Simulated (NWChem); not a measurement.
Spin states of N (+1)

```xyz
1

N      0.0000     0.0000     0.0000
```
Charge +1, spin multiplicity 3.

Program: NWChem.

Basis set: def2-TZVP. The gap is E(triplet) − E(singlet), so a negative value puts the higher spin lower. Open shells are unrestricted, and the singlet is the closed-shell solution. The triplet is the single determinant that the SCF runs reached, with unpaired electrons in orbitals of symmetry b1u and b3u (D2h labels); it need not be the lowest triplet, which in molecules with degenerate π orbitals can need several determinants. Where the lowest singlet needs several determinants, the single determinant used here isn't a pure state and places it wrongly.

The correlated methods keep 1 core orbital frozen. B3LYP has NWChem's definition, with VWN1-RPA local correlation. No SCF solution was tested for a lower state. Open-shell Hartree-Fock references start from PBE0 orbitals.

### Question
Order these methods by the vertical singlet-triplet gap they give, lowest first: B3LYP, MP2, HF.

### Answer
HF (-78.3 kcal/mol), MP2 (-65.2 kcal/mol), B3LYP (-61.8 kcal/mol)
